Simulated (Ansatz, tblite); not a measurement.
Spin states of the cluster P₅⁺, each relaxed with B3LYP-D4/def2-SVP in Ansatz. Electronic energies in the gas phase.

The xTB rows come from tblite. Correlated methods freeze 25 core orbitals. The structure comes from a short search, and lower isomers may exist.

Singlet geometry (C4v within 0.1 Å):

```xyz
5

P    -0.2634    0.6888    1.1962
P     1.4276   -0.6759    0.2912
P    -0.6520   -1.4419    0.2736
P     0.7837    1.0974   -0.8720
P    -1.2959    0.3316   -0.8890
```

Triplet geometry:

```xyz
5

P    -0.469    1.087    0.975
P     0.735    1.047   -0.943
P     1.303   -0.407    0.701
P    -0.726   -0.592   -1.460
P    -0.843   -1.134    0.727
```

Quintet geometry (Cs within 0.1 Å):

```csv
atom,x (Å),y (Å),z (Å)
P1,-0.7289,1.0611,0.9931
P2,-0.7557,-1.3067,0.6151
P3,-1.5624,0.1492,-0.8499
P4,1.1105,-0.1187,0.6474
P5,1.9365,0.2150,-1.4057
```

⟨S²⟩: triplet 2.02 at PBE0-D4/def2-TZVP (pure 2.00), quintet 6.02 at PBE0-D4/def2-TZVP (pure 6.00).

Run but left out: HF/STO-3G (triplet: ⟨S²⟩ 2.37, where a pure state has 2.00); HF/STO-3G (quintet: ⟨S²⟩ 6.40, where a pure state has 6.00).

Only these spin states were relaxed. The triplet has other bonds than the singlet, so the gap mixes isomer and spin. The quintet has other bonds than the singlet, so the gap mixes isomer and spin.

```csv
level,triplet − singlet (kcal/mol),quintet − singlet (kcal/mol),lowest of these
GFN1-xTB,37.2,105.8,singlet
GFN2-xTB,33.2,80.9,singlet
HF/def2-TZVP,24.8,45.7,singlet
HF/def2-TZVPP,24.8,45.7,singlet
LDA (SPW92)/def2-TZVP,37.8,89.9,singlet
PBE-D4/def2-TZVP,34.1,79.4,singlet
r2SCAN-D4/def2-TZVP,32.7,74.2,singlet
PBE0-D4/def2-TZVP,34.4,79.0,singlet
PBE-QIDH/def2-TZVP,37.0,83.6,singlet
MP2/def2-TZVP,41.9,90.9,singlet
CCSD/def2-TZVPP,35.7,76.7,singlet
CCSD(T)/def2-TZVPP,36.5,80.4,singlet
```

Change of the quintet − singlet gap on mixing in exact exchange, in kcal/mol: PBE to PBE0 (25 % exact exchange) -0.4.

The xTB methods have no spin-polarisation term.
